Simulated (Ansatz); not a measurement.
Q: Name a neutral molecule of Li and H with LUMO energy (PBE/def2-TZVPP) between -1.60 and -1.30 eV and HOMO–LUMO gap (ωB97M-V/def2-TZVPP) between 7.20 and 7.50 eV (Ansatz, PBE0-D4/def2-TZVP geometry).

A: `[LiH]` (-1.56 eV, 7.29 eV). Other molecules can fit too; these were computed, each in one conformer that needn't be the lowest.
